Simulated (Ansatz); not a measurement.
Geometry optimisation, UKS B3LYP-D4/def2-SVP (Ansatz).

Input file:

```yaml
crystal:
  periodic: [false, false, false]
  atoms:
    - { symbol: H, position_ang: [0.0516, -0.0029, 0.0201] }
    - { symbol: C, position_ang: [0.9172, 0.8162, -0.7036] }
    - { symbol: C, position_ang: [-0.8371, -0.8103, 0.7332] }
    - { symbol: F, position_ang: [-2.0199, -0.7236, 0.0793] }
    - { symbol: H, position_ang: [1.2836, 1.5363, 0.0092] }
    - { symbol: H, position_ang: [1.6809, 0.1534, -1.0742] }
    - { symbol: H, position_ang: [0.315, 1.2524, -1.4831] }
    - { symbol: H, position_ang: [-0.9322, -0.3954, 1.7312] }
    - { symbol: H, position_ang: [-0.4592, -1.8263, 0.6878] }
magnetization:
  spin_polarized: true
  initial_magnetization: 1
basis:
  gaussian: { orbitals: def2-SVP }
hamiltonian:
  xc: b3lyp
  dispersion: d4
relax:
  f_tol: 0.15
  max_steps: 25
  restrain:
    - { distance: [0, 2], at: 1.07, k: 30.0 }
    - { distance: [1, 0], at: 2.37, k: 30.0 }
```

Launched with:

```bash
$ ansatz run input.yaml --threads 2 --pin off --max-ram 3072MiB --backend cpu --events-out ev --progress --plain --runs-dir out
```

Problem. Where does it end, and by what steps?

Solution. The forces met the threshold. The restraints hold the end off the free minimum. After 5 steps the energy has fallen by 0.490 eV (the restraints' own energy left out); C2 moved furthest, 0.51 Å. Joined: H1–C3 (1.40 → 1.09 Å).

| step | energy less start (eV) | largest force component (eV/Å) | accepted |
| --- | --- | --- | --- |
| 0 | 0.0000 | 0.714 | yes |
| 1 | -0.1906 | 1.114 | yes |
| 2 | -0.1746 | 2.986 | yes |
| 3 | -0.2618 | 1.371 | yes |
| 4 | -0.4678 | 0.416 | yes |
| 5 | -0.4896 | 0.401 | yes |

```xyz
9
Properties=species:S:1:pos:R:3
H -0.176 -0.296 0.321
C 1.231 1.112 -0.968
C -0.944 -0.898 0.803
F -2.127 -0.779 0.111
H 1.464 1.732 -0.100
H 1.883 0.278 -1.232
H 0.373 1.353 -1.595
H -1.080 -0.550 1.842
H -0.622 -1.954 0.819
```

The run took 4.5 s on 2 threads of AMD EPYC 9R45 (Zen 5), on a shared host, peak memory 0.18 GiB.
